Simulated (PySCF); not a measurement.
# 2-methoxypropene: NMR shifts and spin-spin couplings

What NMR shifts and spin-spin couplings should 2-methoxypropene (`C=C(C)OC`) show?

Computed with PySCF 2.14.0, with density-fitted response routines of our own, on a single molecule in the gas phase. Atoms are numbered from 0 throughout.

### 1 The molecule as given

13 atoms, charge 0, multiplicity 1; geometry from: GFN2-xTB.

Bonds of the start (Å): C0–C1 1.33, C1–C2 1.50, C1–O3 1.37, O3–C4 1.40, C0–H5 1.07, C0–H6 1.07, C2–H7 1.08, C2–H8 1.09, C2–H9 1.09, C4–H10 1.09, C4–H11 1.09, C4–H12 1.09.

### 2 NMR shieldings: PBE0/pcSseg-1

Job settings and geometry (Å):

```
{"job": {"kind": "nmr", "xc": "PBE0", "basis": "pcSseg-1"}, "charge": 0, "multiplicity": 1}
C     -0.389408     1.327332    -0.522019
C     -0.433877     0.010661    -0.364861
C     -1.707209    -0.781038    -0.333697
O      0.641893    -0.816412    -0.209728
C      1.922205    -0.238678    -0.208700
H     -1.298684     1.886361    -0.636090
H      0.522333     1.895065    -0.544526
H     -2.567108    -0.130929    -0.454190
H     -1.785645    -1.313529     0.612165
H     -1.699307    -1.521734    -1.130953
H      2.623067    -1.061131    -0.074984
H      2.035922     0.475945     0.612998
H      2.131429     0.268572    -1.156102
```

With the program's defaults for keys left out, this is: GIAO PBE0/pcSseg-1 NMR shielding, non-relativistic, gas phase.

**Question.** This job is followed by: B3LYP/pcJ-1 indirect spin-spin coupling, non-relativistic, gas phase. What will the session give for the following? ¹³C shifts against TMS (PBE0/pcSseg-1); ¹H shifts against TMS (PBE0/pcSseg-1, means over atoms taken as alike); ¹⁷O shifts against H2O (PBE0/pcSseg-1); largest coupling of the table (B3LYP/pcJ-1).

As calculated:

```
                                                              quantity                        value
                                ¹³C shifts against TMS (PBE0/pcSseg-1)  169.7, 83.2, 55.9, 24.3 ppm
¹H shifts against TMS (PBE0/pcSseg-1, means over atoms taken as alike)   4.01, 3.74, 3.69, 1.88 ppm
                                ¹⁷O shifts against H2O (PBE0/pcSseg-1)                    124.9 ppm
                           largest coupling of the table (B3LYP/pcJ-1)      ¹J(C,H) C0–H5, 169.2 Hz
```

The most deshielded carbon is C1 (alkene carbon bearing oxygen), at 169.7 ppm: an sp2 carbon further deshielded by the attached heteroatom. At PBE0/pcSseg-1: The widest tensor belongs to O3: span 209 ppm, with a paramagnetic part of -188 ppm. In the run at B3LYP/pcJ-1, the largest coupling of the table is C0–H5, 169.2 Hz, of which the Fermi-contact term gives 167.6 Hz. Couplings across rotatable bonds belong to this one conformer; where others are populated, the observed values are averages.
